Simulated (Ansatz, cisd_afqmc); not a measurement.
Species: SiH3, charge 1, singlet. SiH3+ (parent SMILES [SiH3], singlet).
B3LYP-D3(BJ)/def2-TZVP minimum from Ansatz (a quantum-chemistry and plane-wave program):
```xyz
4

Si     0.0000     0.0000     0.0000
H      0.0122     1.4675    -0.0088
H      1.2647    -0.7442     0.0200
H     -1.2769    -0.7232    -0.0112
```
Charge +1, spin multiplicity 1.

Total energies in aug-cc-pV(D+d)Z, 6 correlated electrons, 5 frozen orbitals. UHF or UKS for unpaired electrons; spin-orbit terms are left out. Correlated methods leave the cores frozen. No relativity. The Monte Carlo rows (phaseless AFQMC, CISD trial, step 0.005/hartree) carry one-sigma bars that omit the constraint's bias. Outlying blocks are dropped, and bars are widened where a walk drifts. Over all cases where full CI ran beside it in this data, AFQMC minus full CI had a median of +0.1 mEh and passed +0.4 mEh in a tenth of the cases.

```
method         program         energy (Eh)  minus CCSDTQ (mEh)
----------  ----------  ------------------  ------------------
HF              Ansatz          -290.35316              113.73
MP2             Ansatz          -290.43935               27.54
CCSD            Ansatz          -290.46468                2.21
CCSD(T)         Ansatz          -290.46634                0.55
CCSDT(Q)        Ansatz          -290.46688                0.01
CCSDTQ          Ansatz          -290.46689                0.00
AFQMC/CISD  cisd_afqmc  -290.4666 ± 0.0002           0.3 ± 0.2
```

Rough core times of Ansatz's runs on a shared machine: CCSD(T) under 20 s, CCSDT(Q) 20 s, CCSDTQ 4 min.
